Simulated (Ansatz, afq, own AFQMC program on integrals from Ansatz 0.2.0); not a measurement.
## Where AFQMC and coupled cluster stand for AlN, triplet

```yaml
atoms:
  - { symbol: Al, position_ang: [0.0000, 0.0000, 0.0000] }
  - { symbol: N, position_ang: [0.0000, 0.0000, 3.3310] }
```

Basis 6-31G. Only valence electrons are correlated. Ansatz 0.2.0 and our own AFQMC program on the same integrals; the CISD trial comes from CCSD amplitudes, and released means the phaseless constraint is let go. ± is one standard error of the sampling.

Determinant: ROHF, the one that the program's search chose, which needn't be the lowest solution. The geometry is a point of a scan.

Full CI on the same integrals is exact in this basis and with this determinant's frozen core.

Cautions: lower spins were not checked; a spin-contaminated unrestricted determinant lies lower (UHF 2.38 eV lower, ⟨S²⟩ 3.00); strong correlation (T1 0.158, weight of the determinant 0.59, largest double 0.29); the CCSD(T) amplitudes may be one of several solutions (largest double 0.29); the CCSDT(Q) amplitudes may be one of several solutions (largest double 0.39); the CCSDTQ amplitudes may be one of several solutions (largest double 0.39); the released energies are still falling, so no released level is given (meV from the phaseless value at times in 1/Eh: -4 ± 3 at 0.24, -13 ± 4 at 0.51, -20 ± 4 at 0.99, -29 ± 4 at 1.62, -36 ± 6 at 2.40).

```
T1 diagnostic                               : 0.1576
weight of the determinant in the CISD state : 0.586
size of the correlated space                : 8 electrons in 16 orbitals
```

```
  level  correlation energy (eV)
    MP2                  -2.7779
   CCSD                  -4.1821
CCSD(T)                  -4.2870
```

Problem. Estimate where full CI lies against CCSD(T) on the same integrals.

Solution. 30.3 meV below CCSD(T).

Reference: full CI, correlation energy -4.317 eV. The cautions show a poor starting determinant, so the rows tell how each method copes with it here, and full CI is the sure value.

```
        level  E − E(reference) (meV)  share of correlation (%)
      CCSD(T)                    30.3                     99.30
        CCSDT                    10.5                     99.76
     CCSDT(Q)                    -0.2                    100.01
       CCSDTQ                     0.3                     99.99
  ph-AFQMC/HF            625.3 ± 42.8                     85.52
ph-AFQMC/CISD              81.1 ± 3.0                     98.12
```

CCSDT and higher add their correlation energy to the determinant of the CCSD(T) run, since their own runs factorise the integrals more tightly (a shift of under 2 meV). A walk keeps the symmetry of its determinant, which the program's search chose and which needn't be the lowest solution, so a lower state of the same spin and another symmetry isn't excluded.
